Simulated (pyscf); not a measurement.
`[OH][PH][OH]` + `[SiH4]` → `[OH][PH][O][SiH3]` + `[H][H]`, a four-centre exchange (singlet surface; H–O, H–Si broken, O–Si, H–H formed). Structures and frequencies: ωB97X-D3(BJ)/def2-SVP in PySCF. Energies in kcal/mol from the separated reactants.

Small-basis levels: PySCF, no dispersion term, spherical d functions. GFN2-xTB: tblite. Cost: rough CPU time at the saddle relative to B3LYP/6-31G*, from one job on a shared machine.

| level | barrier | reaction energy | cost |
|---|---|---|---|
| HF/3-21G | 38.9 | -26.2 | 0.06 |
| MP2/6-31G* | 42.6 | -22.8 | 0.1 |
| B3LYP/STO-3G | 35.7 | -13.6 | 0.6 |
| B3LYP/6-31G* | 39.4 | -16.9 | 1 |
| PBE/def2-SVP | 28.4 | -12.5 | 2 |
| B3LYP/def2-SVP | ? | -13.9 | 1 |
| GFN2-xTB | ? | -15.4 | under 0.02 |
| ωB97M-D3(BJ)/def2-TZVP | ? | -18.0 | – |

### Question
Fill in the missing entries.

### Answer

- B3LYP/def2-SVP, barrier: 35.8
- GFN2-xTB, barrier: 34.2
- ωB97M-D3(BJ)/def2-TZVP, barrier: 36.2

Against the last row the barrier runs from -7.8 (PBE/def2-SVP) to +6.4 kcal/mol (MP2/6-31G*). ωB97M-D3(BJ)/def2-TZVP has limits of its own. HO–PH–O–SiH₃ lies 16.1 kcal/mol over its isomer HO–SiH₂–O–PH₂, and others may lie lower still (electronic energy, ωB97M-D3(BJ)). This is the saddle that the search found; another between the same sides may lie lower.
